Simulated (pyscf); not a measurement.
Single points on ωB97X-D3(BJ)/def2-SVP structures (PySCF, gas phase).

Task: For the elementary gas-phase step •H₂C–C(=CH₂)–NH₂ (SMILES [CH2]C(=C)N) → •H₂C–C(CH₃)=NH (SMILES [CH2]C(C)=N) (doublet surface; H–N broken, C–H formed), what barrier and reaction energy does r²SCAN/def2-TZVP give, measured from the reactant's lowest minimum found?

Result: ΔE‡ = 53.1 kcal/mol, ΔE = -0.1 kcal/mol. ωB97M-D3(BJ)/def2-TZVP gives 54.8 kcal/mol and -0.9 kcal/mol. Zero-point energy shifts the barrier by -3.3 kcal/mol. It is a hydrogen shift, with an imaginary mode of 2250i cm⁻¹. From the product side, H₂C=C=NH + CH₃• lies, by one bond made or cut, 13.5 kcal/mol under this saddle at ωB97M-D3(BJ). This is the saddle that the search found; another between the same sides may lie lower.
